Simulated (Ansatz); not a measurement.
Compare A (`C/N=C(/O)Cl`) with its isomer B (`N/C(Cl)=C\O`).

Calculated with Ansatz (gas phase, PBE0-D4/def2-TZVP geometries, no zero-point term in ΔE). CCSD(T)/CBS adds triple-zeta CCSD(T) − MP2 to the extrapolated MP2 energy (def2 sets, frozen cores). Double bonds are as drawn, so ΔE can hold a change between cis and trans. Functionals use def2-TZVPP. B3LYP here is the variant with VWN-RPA as its local correlation; programs differ in this. One conformer a species, not always the lowest.

Problem. Which isomer does CCSD(T)/CBS put lower? Give the gap. (Best estimate.)

Solution. The calculation gave: A, by 6.3 kcal/mol.

Problem. Give E(B) − E(A) in kcal/mol with LDA (SPW92), MP2/def2-TZVPP, CCSD(T)/def2-TZVPP, ωB97M-V, B3LYP-D4, r2SCAN-D4, B2PLYP. (Estimate.)

Solution. Computed: LDA (SPW92) 6.0, MP2/def2-TZVPP 8.0, CCSD(T)/def2-TZVPP 7.4, ωB97M-V 6.7, B3LYP-D4 7.5, r2SCAN-D4 8.4, B2PLYP 8.0. None reverses the order clearly.

Problem. Does the order hold for the free energy at 298.15 K (harmonic terms from PBE0-D4)? (Estimate.)

Solution. The calculation gave: Yes: G(B) − G(A) = +7.3 kcal/mol, for one conformer each.

Largest T1 diagnostic: 0.013.

From r2SCAN to r2SCAN0 (25 % exact exchange), in def2-TZVPP and without D4, E(B) − E(A) moves by −1.0 kcal/mol. Leaving LDA and LC-ωPBE aside and taking each functional with its dispersion term where it has one, the values, not all of them listed here, spread over 1.9 kcal/mol, from ωB97M-V to B97M-V. LDA lies −1.6 kcal/mol from PBE without D4.
